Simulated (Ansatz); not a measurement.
Rutile SnO₂, relaxed in Ansatz (plane waves) with several semilocal functionals. Each gives its own volume and its own bulk modulus:

```json
[
 {"level": "LDA", "V0 (Å³/atom)": "11.859", "bulk modulus B0 (GPa)": "203.2", "ln V0": "2.4731", "ln B0": "5.3142"},
 {"level": "r²SCAN", "V0 (Å³/atom)": "12.086", "bulk modulus B0 (GPa)": "202.8", "ln V0": "2.4920", "ln B0": "5.3122"},
 {"level": "PBE", "V0 (Å³/atom)": "12.578", "bulk modulus B0 (GPa)": "166.9", "ln V0": "2.5319", "ln B0": "5.1174"}
]
```

Q: Fit a straight line to ln B0 against ln V0. What does it predict for PBEsol, whose volume is 12.177 Å³/atom?

A: With x = ln V0 and y = ln B0: means 2.49900 and 5.24793; Σ(Δx Δy) = -0.006461, Σ(Δx²) = 0.001802, so the slope is -3.59. At x = 2.4995 the line gives y = 5.24793 + (-3.59) × (2.4995 − 2.49900) = 5.2461, or 189.8 GPa. The run with PBEsol gives 186.4 GPa, -1.8 % from the line. The rows used scatter about it by up to 4.0 %, while the largest value lies 22 % above the smallest. For comparison, PBE's own equation of state has B′ = 5.7, the slope −d ln B/d ln V at a fixed functional; the two needn't agree, since functionals also differ at one volume.

Measured: 212 GPa (measured, temperature not stated, not corrected to a static lattice, from measured elastic constants; as tabulated in Toher et al. (2017), arXiv:1611.05714).

Ansatz's density-functional and Hartree–Fock values are scalar-relativistic unless marked +SOC, with PAW data made under PBE.

Ansatz is a quantum-chemistry and plane-wave program.
